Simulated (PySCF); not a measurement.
Vibration and rotation of MgC

PBE0 constants of MgC, ³Π (triplet), unpaired electrons σ ↑, π ↑, a second solution, started from another occupation (Mg def2-TZVP, C def2-TZVP; no relativity (PySCF 2.14); masses 23.9850 and 12.0000 u):

| Property | Result |
| --- | --- |
| ωe | 361.3 cm⁻¹ |
| ωexe | 7.34 cm⁻¹ |
| Be | 0.39364 cm⁻¹ |
| αe | 0.00793 cm⁻¹ |

(1) What force constant and bond length do these constants imply?

(2) Estimate the centrifugal constant D from the Kratzer relation and find the Dunham coefficient a1.

## Answers

(1) Reduced mass μred = 7.9983 u; k = 5.8918×10⁻⁷·μred·ωe² (u, cm⁻¹, mdyn/Å) = 0.615 mdyn/Å; Re = √(16.8576/(μred·Be)) (u, cm⁻¹, Å) = 2.314 Å.

(2) D = 4Be³/ωe² = 1.87e-06 cm⁻¹; a1 = −1 − αeωe/(6Be²) = -4.08.
